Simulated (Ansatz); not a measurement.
Input file:

```yaml
crystal:
  periodic: [false, false, false]
  atoms:
    - {symbol: Ga, position_ang: [-0.189601, 0.000000, 0.107302]}
    - {symbol: Li, position_ang: [1.744788, 0.000000, -1.222167]}
    - {symbol: H, position_ang: [1.100239, 0.000000, 0.993784]}
basis:
  gaussian: {orbitals: cc-pVDZ}
magnetization: {spin_polarized: true, initial_magnetization: 3}
correlation: {method: mp2, electrons: outside_noble_gas}
output: {forces: true}
```

```sh
$ ansatz run in.yaml --threads 1 --pin off --events-out ev --progress --plain --max-ram 2393MiB
```

(1) Roughly how long does this take on 1 thread of Intel Xeon, shared host, and how much host memory?

```
496 factors; integrals over basis functions are off by at most 8.3e-4 eV
mean field evaluation 1: about -52548.8682 eV, gradient 5.1e0 eV
mean field evaluation 2: about -52548.8811 eV, gradient 5.1e0 eV
mean field evaluation 4: about -52549.5876 eV, gradient 1.2e0 eV
mean field evaluation 8: about -52549.6959 eV, gradient 8.0e-3 eV
mean field evaluation 16: about -52549.6914 eV, gradient 4.7e-1 eV
mean field -52549.69585449 eV, -1931.1657031893 hartree, gradient 2.4e-6 eV, S^2 3.754099; 2 other end points of the search recorded, 0 dependent functions left out
15 core orbitals not correlated: weight in the atoms' cores, before any rotation towards them, 0.998 or more for the frozen orbitals, at most 0.001 for the correlated occupied ones
reference -52549.69585449 eV, -1931.1657031893 hartree; 4, 1 occupied and 27, 30 virtual orbitals, 496 factors
second order -1.20437657 eV of doubles, -0.00000000 eV of singles
the calculation of the forces begins
Total energy: -52550.90023106 eV, -1931.2099632119 hartree
Atom 0 at    -0.189601     0.000000     0.107302 Å, force    -1.356965    -0.000000     0.173374 eV/Å
Atom 1 at     1.744788     0.000000    -1.222167 Å, force     0.718335     0.000000    -0.256368 eV/Å
Atom 2 at     1.100239     0.000000     0.993784 Å, force     0.638631     0.000000     0.082994 eV/Å
Dipole moment:     0.869720     0.000000    -0.608998 e Å
```

Forces (eV/Å):
```
Ga  -1.357  0.000  0.173
Li   0.718  0.000 -0.256
H    0.639  0.000  0.083
```

Results:

(1) 1 s wall and 0.17 GiB.
